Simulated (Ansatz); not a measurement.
## [CH₃···H···N], quartet along the distance C1-H5

Starting geometry:

```xyz
6

C    -1.2576    0.0000    0.0000
H    -1.6208    1.0273    0.0000
H    -1.6208   -0.5137    0.8897
H    -1.6208   -0.5137   -0.8897
H    -0.1680    0.0000    0.0000
N     1.4404    0.0000    0.0000
```

From there H5 is moved from one fragment to the other while all else, the fragments' distance too, stays fixed; atoms are numbered as listed. Energies are in kcal/mol, counted from the starting geometry at the same level. Kohn–Sham curves are unrestricted where that lies lower.

Basis cc-pVDZ; Ansatz 0.2.0. Correlated methods freeze the noble-gas cores. Prefix R: restricted or restricted open-shell reference; prefix U: unrestricted.

In so small a basis the reference is far from its limit while semilocal and hybrid functionals are nearer theirs (RPA and double hybrids share much of the reference's basis error), so the functionals' errors here hold much of the reference's basis and frozen-core error, which can add to them or hide them.

Full CI isn't at hand for all of this; UCCSDT(Q) serves as the reference, and is uncertain by about the last step of the cluster series.

```
distance C1-H5 (Å)  UCCSDT(Q)   PBE  BLYP  revPBE  r2SCAN  PBE0  B3LYP  wB97M-V  B2PLYP  RPA-PBE
             1.013        1.8   3.6   3.4     3.5     2.8   2.5    2.6      1.9     2.0      2.0
             1.090        0.0   0.0   0.0     0.0     0.0   0.0    0.0      0.0     0.0      0.0
             1.171        3.5   0.9   1.0     1.0     1.8   2.2    2.1      2.9     2.9      3.0
             1.252        9.8   4.3   4.4     4.5     6.0   6.9    6.5      8.5     8.4      8.6
             1.333       16.9   8.3   8.5     8.6    10.8  12.1   11.5     14.5    14.4     14.7
             1.414       22.9  11.9  12.0    12.2    14.9  16.4   15.6     19.5    19.4     19.7
             1.496       26.8  14.6  14.6    14.9    17.8  19.2   18.3     22.6    22.4     23.1
             1.577       28.8  17.0  16.9    17.2    19.9  20.9   20.1     24.2    24.0     25.4
             1.658       31.2  20.8  20.5    20.8    22.8  23.5   22.9     26.5    26.2     28.4
```
